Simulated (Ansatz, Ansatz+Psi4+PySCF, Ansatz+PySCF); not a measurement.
```yaml
atoms:
  - { symbol: H, position_ang: [-2.1059, 0.3149, -0.2180] }
  - { symbol: C, position_ang: [-1.2009, -0.2575, -0.0657] }
  - { symbol: N, position_ang: [-0.0552, 0.4747, 0.1887] }
  - { symbol: O, position_ang: [1.1646, -0.2498, -0.1717] }
  - { symbol: H, position_ang: [1.6811, -0.2058, 0.6410] }
  - { symbol: H, position_ang: [-1.2383, -1.2612, 0.3339] }
  - { symbol: H, position_ang: [-0.0309, 1.3547, -0.3191] }
```

Basis set: cc-pVTZ (spherical functions). Left uncorrelated: 3 orbitals. Correlation on ROHF uses semicanonical orbitals with singles. Charge 0, multiplicity 2.

Computed with Ansatz (development build ahead of 0.2.0); each method stands on the lowest determinant of its kind that the runs found.

Problem. Give the atomization energy at this shape (free ground-state atoms in the same class of orbitals less the molecule, no zero-point energy) of doublet CH₄NO by ROHF-MP2, UHF-MP2.

Solution.

```tsv
method	atomization energy
ROHF-MP2	534.00 kcal/mol
UHF-MP2	533.46 kcal/mol
```
